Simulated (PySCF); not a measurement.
5-methylisoxazole, C4H5NO.
Atom-mapped SMILES: `[CH3:1][c:2]1[cH:3][cH:4][n:5][o:6]1` (hydrogens: H7, H8, H9 on C1; H10 on C3; H11 on C4)

The same species was optimised twice, with GFN2-xTB and with PBE0-D3(BJ)/def2-SVP (PySCF), and the same property calculations (PySCF, gas phase) were run on both structures.

```csv
coordinate,GFN2-xTB,PBE0-D3(BJ)/def2-SVP,change
N5–O6 (Å),1.353,1.364,+0.011
C3–C4 (Å),1.412,1.420,+0.008
C4–N5 (Å),1.303,1.306,+0.003
C2–O6 (Å),1.343,1.339,-0.004
C1–C2 (Å),1.483,1.481,-0.002
C2–C3 (Å),1.368,1.366,-0.002
C1–C2–O6 (°),118.7,117.1,-1.6
C4–N5–O6 (°),107.1,105.7,-1.4
C1–C2–C3 (°),132.5,133.9,+1.4
C3–C4–N5 (°),110.9,111.8,+0.9
C2–O6–N5 (°),109.6,110.4,+0.8
C2–C3–C4 (°),103.7,103.2,-0.5
C3–C2–O6 (°),108.8,109.0,+0.2
```

Rotational constants: A = 9358, B = 3609, C = 2647 MHz (GFN2-xTB) against A = 9329, B = 3597, C = 2639 MHz (PBE0-D3(BJ)/def2-SVP). Point groups within 0.08 Å: Cs and Cs. Atoms that the bonding makes alike are paired by their places after alignment.

On the GFN2-xTB structure: lowest singlet, TDDFT (eV) 6.46 [CAM-B3LYP/def2-SVPD]; lowest triplet, Tamm–Dancoff (eV) 4.23 [CAM-B3LYP/def2-SVPD]; isotropic polarisability (au) 54.3 [CAM-B3LYP/def2-SVPD]; HOMO (eV) -8.75 [CAM-B3LYP/def2-SVPD]; LUMO (eV) 0.78 [CAM-B3LYP/def2-SVPD]; dipole (D) 3.37 [CAM-B3LYP/def2-SVPD]; HOMO (eV) -7.42 [PBE0/pcSseg-1]; LUMO (eV) -0.25 [PBE0/pcSseg-1]; dipole (D) 3.29 [PBE0/pcSseg-1]; GIAO shielding of C1 (ppm) 172.2 [PBE0/pcSseg-1]; GIAO shielding of C2 (ppm) 10.5 [PBE0/pcSseg-1]; GIAO shielding of C3 (ppm) 78.3 [PBE0/pcSseg-1]; GIAO shielding of C4 (ppm) 33.2 [PBE0/pcSseg-1]; GIAO shielding of N5 (ppm) -154.5 [PBE0/pcSseg-1]; GIAO shielding of O6 (ppm) -74.8 [PBE0/pcSseg-1].

Problem. What do these properties become on the PBE0-D3(BJ)/def2-SVP structure?

Solution. 
```csv
property,level,on GFN2-xTB,on PBE0-D3(BJ)/def2-SVP,change
"lowest singlet, TDDFT (eV)",CAM-B3LYP/def2-SVPD,6.46,6.45,-0.01
"lowest triplet, Tamm–Dancoff (eV)",CAM-B3LYP/def2-SVPD,4.23,4.25,+0.02
isotropic polarisability (au),CAM-B3LYP/def2-SVPD,54.3,55.0,+0.7
HOMO (eV),CAM-B3LYP/def2-SVPD,-8.75,-8.79,-0.04
LUMO (eV),CAM-B3LYP/def2-SVPD,0.78,0.75,-0.03
dipole (D),CAM-B3LYP/def2-SVPD,3.37,3.36,-0.01
"energy, GFN2-xTB geometry as zero (kcal/mol)",CAM-B3LYP/def2-SVPD,0.0,-0.7,-0.7
HOMO (eV),PBE0/pcSseg-1,-7.42,-7.46,-0.04
LUMO (eV),PBE0/pcSseg-1,-0.25,-0.28,-0.03
dipole (D),PBE0/pcSseg-1,3.29,3.28,-0.01
"energy, GFN2-xTB geometry as zero (kcal/mol)",PBE0/pcSseg-1,0.0,-0.6,-0.6
GIAO shielding of C1 (ppm),PBE0/pcSseg-1,172.2,170.8,-1.4
GIAO shielding of C2 (ppm),PBE0/pcSseg-1,10.5,11.6,+1.1
GIAO shielding of C3 (ppm),PBE0/pcSseg-1,78.3,78.6,+0.3
GIAO shielding of C4 (ppm),PBE0/pcSseg-1,33.2,31.0,-2.2
GIAO shielding of N5 (ppm),PBE0/pcSseg-1,-154.5,-155.3,-0.8
GIAO shielding of O6 (ppm),PBE0/pcSseg-1,-74.8,-80.2,-5.4
```

The heavy atoms differ by 0.013 Å rms after alignment. Among bonds between heavy atoms N5–O6 changes most (+0.011 Å). Changes are differences of the printed values. Neither structure is proved a minimum here.
